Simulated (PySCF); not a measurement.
# Relaxation of singlet SH₃⁺

These are results of PBE0/[S def2-TZVP, H def2-TZVP], no relativity, density fitting, PySCF, not measurements. A (50,194) grid was used.

A hand-made trigonal pyramidal start, of C3v symmetry, held to at least that symmetry:

```xyz
4
charge 1 multiplicity 1, angstrom
S     0.0000    0.0000   -0.0537
H     1.1681    0.0000    0.5675
H    -0.5841    1.0116    0.5674
H    -0.5841   -1.0116    0.5674
```

Optimiser trace:
```csv
step,E − E(last) (kJ/mol),largest gradient (Eh/bohr)
0,9.26,0.04154
1,0.06,0.00357
2,0.00,0.00032
3,0.00,0.00003
```

It ends at C3v with S–H 1.357 Å (×3); H–S–H 94.1° (×3). A frequency run shows a minimum.

Final geometry:
```xyz
4
charge 1 multiplicity 1, angstrom
S     0.0000    0.0000   -0.0626
H     1.1473    0.0000    0.6622
H    -0.5737    0.9936    0.6622
H    -0.5737   -0.9936    0.6622
```

The relaxation took 1.1 s on 2 threads of a shared Arm Neoverse V2 host, with 55 basis functions and 4 gradients; the process peaked at 0.43 GiB.
